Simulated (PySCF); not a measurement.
C$_{2}$H$_{5}$Cl, charge +1, quartet, at a GFN2-xTB geometry of the parent state (a state made from the parent by changing its charge; the spin is typed, not shown lowest); HF/STO-3G run with PySCF.

Input for PySCF:
```python
from pyscf import gto, scf

mol = gto.M(
    atom='''
C    -0.005783    0.814080    0.003881
C     1.499375    0.645713    0.011974
Cl   -0.816446   -0.780030   -0.008581
H    -0.355827    1.333082    0.895817
H    -0.345282    1.341658   -0.887099
H     1.972005    1.625798    0.019483
H     1.818341    0.096360    0.894178
H     1.828785    0.104853   -0.871640
''',
    basis='sto-3g',
    charge=1,
    spin=3,
    verbose=5,
)

mf = scf.UHF(mol)
mf.kernel()
```

The log (banner, timings and long lists left out):

```
PySCF version 2.14.0

[INPUT] verbose = 5
[INPUT] max_memory = 4000
[INPUT] num. atoms = 8
[INPUT] num. electrons = 33
[INPUT] charge = 1
[INPUT] spin (= nelec alpha-beta = 2S) = 3
[INPUT] symmetry False subgroup None
[INPUT] Mole.unit = angstrom
[INPUT] Symbol           X                Y                Z      unit          X                Y                Z       unit  Magmom
[...]
[INPUT] ---------------- BASIS SET ----------------
[INPUT] l, kappa, [nprim/nctr], expnt,             c_1 c_2 ...
[INPUT] Cl
[...]
                                109.5358542       0.5353281423
                                29.64467686       0.4446345422
[...]
                                9.053563477       0.3995128261
                                2.944499834       0.7001154689
[...]
                                0.5940934274      0.2255954336
                                0.232524141       0.900398426
[...]
                                9.053563477       0.6076837186
                                2.944499834       0.3919573931
[...]
                                0.5940934274      0.5951670053
                                0.232524141       0.462001012
[INPUT] H
[...]
                                0.62391373        0.53532814
                                0.1688554         0.44463454
[INPUT] C
[...]
                                13.045096         0.53532814
                                3.5305122         0.44463454
[...]
                                0.6834831         0.39951283
                                0.2222899         0.70011547
[...]
                                0.6834831         0.60768372
                                0.2222899         0.39195739

nuclear repulsion = 103.222987038998
number of shells = 16
number of NR pGTOs = 72
number of NR cGTOs = 24
basis = sto-3g
ecp = {}

******** <class 'pyscf.scf.uhf.UHF'> ********
method = UHF
initial guess = minao
damping factor = 0
level_shift factor = 0
DIIS = <class 'pyscf.scf.diis.CDIIS'>
diis_start_cycle = 1
diis_space = 8
diis_damp = 0
SCF conv_tol = 1e-09
SCF conv_tol_grad = None
SCF max_cycles = 50
direct_scf = True
direct_scf_tol = 1e-13
number electrons alpha = 18  beta = 15
Set gradient conv threshold to 3.16228e-05
E1 = -934.8927239486056  E2 = 299.47714308643907  Ecoul = 339.2264272782176  Exc = -39.74928419177854
init E= -532.192593823168
cond(S) = 11.610005394078167

  alpha mo_energy =
[-103.9478297   -11.1149126   -11.11214536  -10.59561264   -8.03511411
   -8.03316097   -8.03314605   -1.46261691   -1.14376689   -0.91659592
   -0.5930856    -0.58402      -0.50539524   -0.44929876   -0.41806579
   -0.3548013    -0.34696118    0.21907434    0.52688624    0.54390269
    0.57541471    0.59684381    0.63891631    0.67418983]
  beta  mo_energy =
[-103.9478297   -11.1149126   -11.11214536  -10.59561264   -8.03511411
   -8.03316097   -8.03314605   -1.46261691   -1.14376689   -0.91659592
   -0.5930856    -0.58402      -0.50539524   -0.44929876   -0.41806579
   -0.3548013    -0.34696118    0.21907434    0.52688624    0.54390269
    0.57541471    0.59684381    0.63891631    0.67418983]
multiplicity <S^2> = 3.75  2S+1 = 4
E1 = -929.8229256925517  E2 = 295.1632316758768  Ecoul = 334.4677068707365  Exc = -39.30447519485972
cycle= 1 E= -531.436706977677  delta_E= 0.756  |g|= 0.286  |ddm|= 2.77

  alpha mo_energy =
[-103.79746217  -11.59672829  -11.5061721   -10.49739543   -7.94260529
   -7.93893038   -7.93692635   -1.47971946   -1.2794914    -1.17124153
   -1.02853465   -0.96918974   -0.93959885   -0.90084476   -0.799394
   -0.5901096    -0.5826609    -0.35227327    0.19328993    0.2105204
    0.2546404     0.32295144    0.3525341     0.36046686]
  beta  mo_energy =
[-103.78923282  -11.58808038  -11.46753976  -10.48550417   -7.92348691
   -7.92323032   -7.92261863   -1.34865613   -1.17136006   -1.02991284
   -0.89641632   -0.89085931   -0.65840891   -0.64011048   -0.63608638
   -0.35194973   -0.32381727    0.17268781    0.29640738    0.31383628
[...]
  alpha mo_energy =
[-104.28004288  -11.26367972  -11.26324498  -10.93643593   -8.38924663
   -8.38195718   -8.37424515   -1.50480121   -1.2449568    -1.07310298
   -0.93674539   -0.92575058   -0.90019266   -0.82093938   -0.73831075
   -0.72299961   -0.70736605   -0.42607431    0.38194996    0.41600273
    0.44796891    0.52187333    0.54617921    0.55363094]
  beta  mo_energy =
[-104.26449042  -11.26417397  -11.2259148   -10.91454534   -8.35403318
   -8.34862103   -8.34467612   -1.31565837   -1.15650297   -0.98770053
   -0.80718515   -0.78524109   -0.71284372   -0.69441979   -0.67179713
   -0.36133032   -0.31362341    0.20459843    0.43658986    0.47467829
    0.49771201    0.53789278    0.57027188    0.58537114]
multiplicity <S^2> = 3.7521296  2S+1 = 4.0010647
E1 = -926.9456954210716  E2 = 292.10478173206025  Ecoul = 331.41747446930304  Exc = -39.3126927372428
cycle= 47 E= -531.617926650013  delta_E= 4.52e-07  |g|= 0.000114  |ddm|= 0.00785
  alpha mo_energy =
[-104.28020263  -11.26362087  -11.26323232  -10.93658169   -8.38938465
   -8.38211746   -8.37438731   -1.50487606   -1.24493993   -1.07308875
   -0.93678099   -0.9258053    -0.90023079   -0.82093405   -0.73831406
   -0.72297758   -0.7073276    -0.42607449    0.38202351    0.4160847
    0.44798434    0.521891      0.54621245    0.55364535]
  beta  mo_energy =
[-104.26464787  -11.26416998  -11.22584211  -10.91468804   -8.35417704
   -8.34875547   -8.34482268   -1.31569035   -1.15648864   -0.98769606
   -0.80721163   -0.78525603   -0.71282857   -0.69437753   -0.67179353
   -0.36131007   -0.31374623    0.20462043    0.43661104    0.47472305
    0.4977609     0.53791348    0.5702966     0.58538665]
multiplicity <S^2> = 3.7521262  2S+1 = 4.0010629
E1 = -926.9442063890182  E2 = 292.1032926343519  Ecoul = 331.41596346457277  Exc = -39.312670830220895
cycle= 48 E= -531.617926715668  delta_E= -6.57e-08  |g|= 0.00011  |ddm|= 0.0011
  alpha mo_energy =
[-104.28045215  -11.26353734  -11.26319873  -10.93680945   -8.38960148
   -8.38236685   -8.37460934   -1.50499357   -1.24491279   -1.07306478
   -0.93683951   -0.925891     -0.90029143   -0.82092624   -0.7383154
   -0.72294027   -0.70726561   -0.42607609    0.38213594    0.41620904
    0.44801315    0.52192234    0.54626692    0.55367194]
  beta  mo_energy =
[-104.26489382  -11.26415727  -11.22573009  -10.91491103   -8.35440195
   -8.34896614   -8.34505109   -1.31574087   -1.15646556   -0.98768965
   -0.80725255   -0.78527776   -0.71280787   -0.69431587   -0.67179588
   -0.3612735    -0.31392506    0.20465488    0.43664553    0.47479212
    0.4978363     0.53794866    0.57033766    0.58541281]
multiplicity <S^2> = 3.7521213  2S+1 = 4.0010605
E1 = -926.9420062780581  E2 = 292.10109243052074  Ecoul = 331.41373322671745  Exc = -39.31264079619672
cycle= 49 E= -531.617926808539  delta_E= -9.29e-08  |g|= 0.000111  |ddm|= 0.00161
  alpha mo_energy =
[-104.28236074  -11.26331039  -11.2625492   -10.93855131   -8.39125569
   -8.38427782   -8.37630779   -1.50589223   -1.24470884   -1.0728907
   -0.93727719   -0.9265639    -0.90075111   -0.82085025   -0.73833663
   -0.72266344   -0.70679564   -0.42608418    0.3830022     0.41716913
    0.44821756    0.52215156    0.54667624    0.55386457]
  beta  mo_energy =
[-104.266775    -11.26407531  -11.22487388  -10.91661639   -8.35612161
   -8.35057529   -8.34680013   -1.31612709   -1.15628954   -0.98763938
   -0.80757034   -0.78545405   -0.71264722   -0.69382809   -0.67180726
   -0.36098536   -0.31532603    0.20491711    0.43690443    0.4753212
    0.49841767    0.53821048    0.57064574    0.58560689]
multiplicity <S^2> = 3.7520825  2S+1 = 4.0010411
E1 = -926.924951364826  E2 = 292.0840367918302  Ecoul = 331.39644464568136  Exc = -39.31240785385114
cycle= 50 E= -531.617927533997  delta_E= -7.25e-07  |g|= 0.000112  |ddm|= 0.0127
SCF not converged.
SCF energy = -531.617927533997 after 50 cycles  <S^2> = 3.7520825  2S+1 = 4.0010411
```

Convergence was not reached.
